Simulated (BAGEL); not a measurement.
# SiH3Cl (SMILES [H][Si]([H])([H])Cl): HF/3-21G (density fitting with qzvpp-jkfit)

What is the vertical ionisation energy of SiH3Cl at HF/3-21G (density fitting with qzvpp-jkfit)? 

The results are computed with BAGEL 1.2.2.

1 further run of the same task is left out (it didn't finish).

### 1 The structure to begin with

SiH3Cl has 5 atoms, charge 0, and is taken as a singlet. As SMILES, `[H][Si]([H])([H])Cl`. The shape is that of a GFN2-xTB optimisation.

Bond lengths: Si1–Cl2 2.010 Å, Si1–H3 1.458 Å, Si1–H4 1.458 Å, Si1–H5 1.458 Å. Angles: Cl2–Si1–H3 108.3°, Cl2–Si1–H4 108.2°, Cl2–Si1–H5 108.0°, H3–Si1–H4 110.8°, H3–Si1–H5 110.8°, H4–Si1–H5 110.7°.

### 2 The energy at HF/3-21G (density fitting with qzvpp-jkfit)

File calc.json:

```json
{ "bagel": [

{
  "title": "molecule",
  "basis": "3-21g",
  "df_basis": "qzvpp-jkfit",
  "angstrom": true,
  "geometry": [
    { "atom": "Si", "xyz": [    0.000290,    0.001940,   -0.129410 ] },
    { "atom": "Cl", "xyz": [    0.010690,   -0.020840,    1.880630 ] },
    { "atom": "H", "xyz": [    1.382330,    0.011210,   -0.594910 ] },
    { "atom": "H", "xyz": [   -0.700750,    1.203700,   -0.566480 ] },
    { "atom": "H", "xyz": [   -0.692550,   -1.196020,   -0.589840 ] }
  ]
},
{
  "title": "hf"
},
{
  "title": "print",
  "file": "orbitals.molden",
  "orbitals": true
}

]}
```

Run with:

```sh
$ BAGEL_NUM_THREADS=1 BAGEL calc.json > calc.out
```

The program printed:

```text
* using 1 threads per process

  ===============================================================
  ===============================================================

  *** Geometry ***

  { "atom" : "Si", "xyz" : [      0.000548,      0.003666,     -0.244549 ] },
  { "atom" : "Cl", "xyz" : [      0.020201,     -0.039382,      3.553876 ] },
  { "atom" : "H", "xyz" : [      2.612225,      0.021184,     -1.124217 ] },
  { "atom" : "H", "xyz" : [     -1.324226,      2.274663,     -1.070492 ] },
  { "atom" : "H", "xyz" : [     -1.308730,     -2.260150,     -1.114636 ] },

  Number of auxiliary basis functions:      310

  Since a DF basis is specified, we compute 2- and 3-index integrals:
    o Being stored without compression. Storage requirement is 0.003 GB

  Number of basis functions:       32
  Number of electrons      :       34

    * METHOD: MOLECULE                             0.05

  *** RHF ***

  === Nuclear Repulsion ===
    88.0988482975

      * DIIS with orbital gradients will be used.

  === RHF iteration (3-21g) ===
      0       -746.41490883          0.01114443           0.01
      1       -746.44436920          0.00349086           0.01
      2       -746.44670911          0.00072456           0.01
      3       -746.44684714          0.00006846           0.01
      4       -746.44684898          0.00001482           0.01
      5       -746.44684908          0.00000341           0.01
      6       -746.44684908          0.00000072           0.01
      7       -746.44684908          0.00000009           0.01
      8       -746.44684908          0.00000002           0.01
      9       -746.44684908          0.00000001           0.01
    * SCF iteration converged.

    * Permanent dipole moment:
           (    0.002912,    -0.013278,     1.058429) a.u.

    * METHOD: HF                                   0.11

    * METHOD: PRINT                                0.00

  ===============================================================
```

Wall time 0.28 s (1 thread of Arm Neoverse V2, shared host).

### 3 The doublet cation at the same level

File job.json:

```json
{ "bagel" : [

{
  "title" : "molecule",
  "basis" : "3-21g",
  "df_basis" : "qzvpp-jkfit",
  "angstrom" : true,
  "geometry" : [
    { "atom" : "Si", "xyz" : [    0.000290,    0.001940,   -0.129410 ] },
    { "atom" : "Cl", "xyz" : [    0.010690,   -0.020840,    1.880630 ] },
    { "atom" : "H", "xyz" : [    1.382330,    0.011210,   -0.594910 ] },
    { "atom" : "H", "xyz" : [   -0.700750,    1.203700,   -0.566480 ] },
    { "atom" : "H", "xyz" : [   -0.692550,   -1.196020,   -0.589840 ] }
  ]
},
{ "title" : "uhf", "charge" : 1, "nopen" : 1 },
{ "title" : "print", "file" : "orbitals.molden", "orbitals" : true }

]}
```

Run with:

```sh
$ BAGEL_NUM_THREADS=1 BAGEL job.json > job.out
```

The program printed:

```text
* using 1 threads per process

  ===============================================================
  ===============================================================

  *** Geometry ***

  { "atom" : "Si", "xyz" : [      0.000548,      0.003666,     -0.244549 ] },
  { "atom" : "Cl", "xyz" : [      0.020201,     -0.039382,      3.553876 ] },
  { "atom" : "H", "xyz" : [      2.612225,      0.021184,     -1.124217 ] },
  { "atom" : "H", "xyz" : [     -1.324226,      2.274663,     -1.070492 ] },
  { "atom" : "H", "xyz" : [     -1.308730,     -2.260150,     -1.114636 ] },

  Number of auxiliary basis functions:      310

  Since a DF basis is specified, we compute 2- and 3-index integrals:
    o Being stored without compression. Storage requirement is 0.003 GB

  Number of basis functions:       32
  Number of electrons      :       34

    * METHOD: MOLECULE                             0.05

  *** Open-shell HF ***

  === Nuclear Repulsion ===
    88.0988482975

      * DIIS with orbital gradients will be used.

  === UHF iteration (3-21g) ===
      0       -745.93205930          0.03115186           0.01
      1       -746.00228689          0.01488289           0.01
      2       -746.01629023          0.00723896           0.01
      3       -746.02251452          0.00504530           0.01
      4       -746.02913443          0.00405878           0.01
      5       -746.03531983          0.00433834           0.01
      6       -746.03675800          0.00093085           0.01
      7       -746.03734440          0.00035286           0.01
      8       -746.03745042          0.00014628           0.01
      9       -746.03749512          0.00006769           0.01
     10       -746.03750065          0.00003982           0.01
     11       -746.03750099          0.00002037           0.01
     12       -746.03750247          0.00000465           0.01
     13       -746.03750260          0.00000218           0.01
     14       -746.03750263          0.00000126           0.01
     15       -746.03750264          0.00000105           0.01
[... 22 lines of this table left out ...]
     38       -746.03750334          0.00000203           0.01
     39       -746.03750337          0.00000068           0.01
     40       -746.03750338          0.00000234           0.01
     41       -746.03750338          0.00000115           0.01
     42       -746.03750338          0.00000009           0.01
     43       -746.03750338          0.00000027           0.01
     44       -746.03750338          0.00000005           0.01
     45       -746.03750338          0.00000001           0.01
    * SCF iteration converged.

    * S^2 (UHF) is 0.7567

    * Permanent dipole moment:
           (    0.076810,     0.044048,     0.317967) a.u.

    * METHOD: UHF                                  0.64

    * METHOD: PRINT                                0.00

  ===============================================================
```

Wall time 0.82 s (1 thread of Arm Neoverse V2, shared host).

### 4 Results

At HF/3-21G (density fitting with qzvpp-jkfit):

| quantity | value |
| --- | --- |
| singlet SiH3Cl: total energy | -746.44685 Eh |
| singlet SiH3Cl: dipole moment | 2.69 D |
| singlet SiH3Cl: HOMO energy | -12.31 eV |
| singlet SiH3Cl: LUMO energy | 3.16 eV |
| singlet SiH3Cl: HOMO–LUMO gap | 15.47 eV |
| doublet cation: total energy | -746.03750 Eh |
| doublet cation: ⟨S²⟩ | 0.757 |
| vertical ionisation energy (to the doublet cation) | 11.139 eV |

What this shows: The vertical ionisation energy comes to 11.14 eV (257 kcal/mol). The negative HOMO energy of the first species, 12.31 eV, lies 1.17 eV above that difference.
